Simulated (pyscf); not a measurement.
**Four-centre exchange: `[SiH3][NH][SiH3]` + `[NH3]` → `[NH2][SiH2][NH][SiH3]` + `[H][H]`**

Gas phase, singlet surface, charge 0. Bonds broken: Si1–H4, N11–H12. Bonds formed: Si1–N11, H4–H12. Structures and frequencies: ωB97X-D3(BJ)/def2-SVP in PySCF.

Transition state (Å):

```xyz
14

Si    -1.1443     0.5405     0.5998
N      0.2373    -0.2498    -0.0749
Si     0.2873    -0.9297    -1.6828
H     -0.0084     0.9609     2.0845
H     -2.0659     0.0158     1.6419
H     -2.0207     0.4973    -0.6414
H      1.0362    -0.3922     0.5357
H      1.6553    -1.4940    -1.8810
H      0.0437     0.1105    -2.7262
H     -0.7109    -2.0197    -1.8925
N     -1.0422     2.4182     0.7761
H     -0.3826     1.9805     1.6968
H     -0.4757     2.8732     0.0585
H     -1.9090     2.9396     0.9210
```

One imaginary mode, 1403i cm⁻¹; descent along it reached the two sides named, in the forms told below.

```json
[
 {"bond": "Si1–H4", "change": "breaks", "reactant side (Å)": "1.490", "saddle": "1.916", "product side": "4.0"},
 {"bond": "N11–H12", "change": "breaks", "reactant side (Å)": "1.020", "saddle": "1.214", "product side": "2.6"},
 {"bond": "Si1–N11", "change": "forms", "reactant side (Å)": "2.7", "saddle": "1.889", "product side": "1.732"},
 {"bond": "H4–H12", "change": "forms", "reactant side (Å)": "2.9", "saddle": "1.153", "product side": "0.763"}
]
```

Electronic energies relative to the separated reactants (kcal/mol):

| level | barrier | reaction energy | reverse barrier |
|---|---|---|---|
| ωB97X-D3(BJ)/def2-TZVP | 33.9 | -11.2 | 45.1 |
| PBE/def2-TZVP | 29.7 | -9.4 | 39.1 |
| r²SCAN/def2-TZVP | 30.9 | -11.5 | 42.4 |
| B3LYP-D3(BJ)/def2-TZVP | 34.3 | -10.8 | 45.1 |
| PBE0-D3(BJ)/def2-TZVP | 30.7 | -10.0 | 40.7 |
| M06-2X/def2-TZVP | 34.5 | -13.2 | 47.7 |
| ωB97M-D3(BJ)/def2-TZVP | 33.8 | -10.7 | 44.5 |
| HF/def2-TZVP | 53.4 | -7.5 | 60.9 |

With ωB97M-D3(BJ)/def2-TZVP energies and thermal terms (ideal gas, 1 atm, RRHO with modes under 100 cm⁻¹ raised to 100, one conformer, R ln 2 for rigid chiral ones), in kcal/mol:

```tsv
T (K)	ΔH‡	ΔG‡	ΔH	ΔG
298	32.0	43.4	-13.8	-11.5
600	32.1	54.9	-12.4	-9.7
900	32.9	66.2	-11.3	-8.6
1200	33.8	77.1	-10.5	-7.8
```

On the reactant side the descent ends in a complex (not fully relaxed), 4.2 kcal/mol under the separated species and 38.1 kcal/mol under the saddle at ωB97X-D3(BJ)/def2-TZVP. At the saddle there is also a short H–Si contact that neither side keeps. This is the saddle that the search found; another between the same sides may lie lower.
